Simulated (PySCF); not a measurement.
Calculation: PySCF 2.14.0 with B3LYP-D3(BJ)/def2-TZVP. Gas-phase values, no solvent. One relaxed conformer stands for a flexible species; it need not be the lowest. B3LYP has the VWN-RPA correlation part, as in Gaussian. 

Reference species (SMILES): `[CH3]` (neutral, multiplicity 2).

```
Quantity                         Result
-----------------------------  --------
highest occupied spin orbital  -6.45 eV
```

Changed species: `[CH2]O` (radical fragment; the reference has radical fragment).

### Question
Give the shifts of the highest occupied spin orbital.

### Answer
the highest occupied spin orbital increases by 1.51 eV, to -4.94 eV.
